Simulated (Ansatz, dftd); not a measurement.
Reaction: C2H6N- (SMILES [N-](C)C) → C2H6N- (SMILES CC[NH-])
Each species at its own B3LYP-D3(BJ)/def2-TZVP minimum (Ansatz, an electronic-structure program).

Property: isomerisation energy (electronic), in kcal/mol. UHF or UKS for unpaired electrons; spin-orbit terms are left out. Correlated methods leave the cores frozen. No relativity. Double hybrids freeze cores in their MP2 part. def2-TZVPD holds few diffuse functions, which lowers the functionals' binding of the extra electron. The T1 diagnostic of C2H6N- (CC[NH-], singlet) reaches 0.026 in the sets run.

```tsv
level	program	isomerisation energy (kcal/mol)
PBE/def2-TZVPD	Ansatz	-3.3
B3LYP-D3(BJ)/def2-TZVPD	Ansatz + dftd3	-3.5
PBE0-D3(BJ)/def2-TZVPD	Ansatz + dftd3	-3.2
r2SCANh-D4/def2-TZVPD	Ansatz + dftd4	-3.1
CAM-B3LYP-D3(BJ)/def2-TZVPD	Ansatz + dftd3	-3.5
CAM-B3LYP-D4/def2-TZVPD	Ansatz + dftd4	-3.4
wB97X-V/def2-TZVPD	Ansatz	-3.6
wB97M-V/def2-TZVPD	Ansatz	-4.0
B2GP-PLYP-D4/def2-TZVPD	Ansatz + dftd4	-4.0
B2GP-PLYP/def2-TZVPD	Ansatz	-4.1
CCSD(T)/aug-cc-pVTZ	Ansatz	-6.1
CCSDT(Q)/aug-cc-pVDZ	Ansatz	-6.4
```
